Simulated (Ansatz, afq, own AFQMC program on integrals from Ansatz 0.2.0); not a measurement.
Two steps: Ansatz 0.2.0 writes the Fock matrix and Cholesky factors of the valence space, and afq projects on them the lowest state that overlaps trial and start.

```yaml
crystal:
  periodic: [false, false, false]
  atoms:
    - {symbol: Sc, position_ang: [-0.190918, 0.160387, -0.050710]}
    - {symbol: Cl, position_ang: [1.564759, -1.571946, 0.490171]}
    - {symbol: Cl, position_ang: [-0.785041, -2.255241, -0.485462]}
basis:
  gaussian: {orbitals: def2-TZVP}
magnetization: {spin_polarized: true, initial_magnetization: 3}
correlation: {method: ccsd_t, electrons: outside_noble_gas, hamiltonian_folder: ham}
```

```sh
$ ansatz run in.yaml --threads 1 --pin off --events-out ev --progress --plain --max-ram 15360MiB --backend cuda --devices 0, --max-vram 18GiB
```

Options of the walk:

```
--method phaseless --trial cisd --walkers 1500 --populations 20 --least-time 60 --time-step 0.005 --steps-per-block 50 --equilibration-blocks 40 --max-blocks 4000 --target-error 0.00024 --factor-cut 1e-05 --start spin_pure --seed 1163 --release-times 0.24,0.6,1.2,1.8,2.6 --release-step 0.04 --release-every 4 --taylor-order 6
```

Times are imaginary, in 1/Eh. The walk had a cap of 351 s. With eight or more populations the least sampling time is a fifth of least-time, and the error comes from their spread.

Output of the walk:

```
orbitals 100  electrons 10 7  factors 742 of 856
reference energy -1678.81709551 Eh
CCSD correlation -0.42878917 Eh in 18 cycles, weight of the determinant in the CISD state 0.8311
energy of the start -1679.244180 Eh
 block  time / (1/Eh)  mean weight  energy / Eh
     1     0.250  0.9998  -1679.236027
     2     0.500  1.0003  -1679.243469
     3     0.750  0.9995  -1679.250054
     4     1.000  1.0004  -1679.256176
     5     1.250  0.9992  -1679.259653
    10     2.500  1.0008  -1679.263681
    29     7.250  0.9997  -1679.265326
    49    12.250  1.0008  -1679.263828
    69    17.250  1.0004  -1679.265683
    89    22.250  1.0001  -1679.268212
   109    27.250  0.9999  -1679.266417
   129    32.250  1.0008  -1679.264121
   149    37.250  0.9987  -1679.265150
   157    39.250  1.0008  -1679.263064
   169    42.250  0.9996  -1679.265357
   181    45.250  1.0001  -1679.263907
error from the spread of 20 populations
released: time / (1/Eh)  energy / Eh  error  mean overlap
  0.24  -1679.266091  0.000270  0.9960
  0.60  -1679.266881  0.000251  0.9843
  1.20  -1679.267370  0.000312  0.9717
  1.80  -1679.267696  0.000399  0.9648
  2.60  -1679.267870  0.000681  0.9437
energy -1679.265566 +/- 0.000242 Eh
(rows thinned)
```

The run passed its tests (sampling time, drift between the halves within three errors, error under three times the target), which doesn't prove that it has relaxed, ending at its cap on processor time. The second half of the sampling lies above the first by 1.9 errors of their difference, so the energy may still be moving and its error bar be too small.

Against this walk (error 6.6 meV) on the same determinant: CCSD(T) 16.4 meV higher. The error is statistical and leaves out the bias of the constraint. None of these is a sure reference here. The released energies are still falling (meV from the phaseless value at times in 1/Eh: -14 ± 7 at 0.24, -36 ± 7 at 0.60, -49 ± 8 at 1.20, -58 ± 11 at 1.80, -63 ± 19 at 2.60), so they give no level; they do show a bias of the constraint, and the last of them that isn't too noisy lies 74 meV below CCSD(T).

Cautions: constraint bias not in the error; no relativity below Rb; outer-core shells of the metal frozen; higher spins were not checked.

The walk took 11 min on 1 × NVIDIA H100 80GB HBM3 with 2 threads of AMD EPYC 7R13 Processor (Zen 3) (shared host) (the card was shared). The log's last line is the phaseless energy.

A walk keeps the symmetry of its determinant, which the program's search chose and which needn't be the lowest solution, so a lower state of the same spin and another symmetry isn't excluded.
